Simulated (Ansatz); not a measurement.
`BBCl` + NH₃ → `BBN` + HCl at 500 K and 1 bar (ligand exchange at a B–Cl bond).

Program: Ansatz. Geometries: PBE0-D4/def2-TZVP. ΔE: electronic, gas phase. CCSD(T)/CBS is the MP2 limit (def2-TZVPP, def2-QZVPP) plus CCSD(T) − MP2 in def2-TZVPP, frozen cores. This one scheme is used for every species. One conformer a species, not always the lowest.

| species | CCSD(T)/CBS energy (Eh) | H − E (kJ/mol) | S (J/(mol·K)) |
| --- | --- | --- | --- |
| `BBCl` | -511.15624 | 115.9 | 318.9 |
| NH₃ | -56.50880 | 108.2 | 211.8 |
| `BBN` | -107.29684 | 188.9 | 317.4 |
| HCl | -460.38127 | 32.5 | 201.9 |

H − E and S are ideal-gas, rigid-rotor, harmonic terms from PBE0-D4/def2-TZVP, for one conformer and one mirror image of each species. 1 Eh = 2625.50 kJ/mol, R = 8.31446 J/(mol·K).

Problem. By hand: ΔE, ΔH, ΔS and ΔG.

Solution. ΔE = (-107.29684) + (-460.38127) − (-511.15624) − (-56.50880) = -0.01307 Eh = -34.3 kJ/mol. Δ(H − E) = 188.9 + 32.5 − 115.9 − 108.2 = -2.7, so ΔH = -37.0 kJ/mol. ΔS = 317.4 + 201.9 − 318.9 − 211.8 = -11.4 J/(mol·K). ΔG = -37.0 − 500 × (-11.4)/1000 = -31.3 kJ/mol.

Problem. By hand: the equilibrium constant, and the temperature at which ΔG would vanish if ΔH and ΔS stayed fixed.

Solution. log₁₀ K = −ΔG/(RT ln 10) = 3.3. ΔG = 0 at ΔH/ΔS = 3246 K, far beyond where these terms or the molecules hold.

The number of gas molecules stays the same, so ΔS is small and ΔH decides. A doubt of 5 kJ/mol in ΔE shifts log₁₀ K by 0.5 here. Other conformers and mirror images would add mixing entropy, several J/(mol·K) or more a flexible species. These are equilibria of isolated gas molecules and say nothing of rates. Largest T1 diagnostic: 0.013 (customary marks: 0.02 for closed shells, 0.045 for open ones).
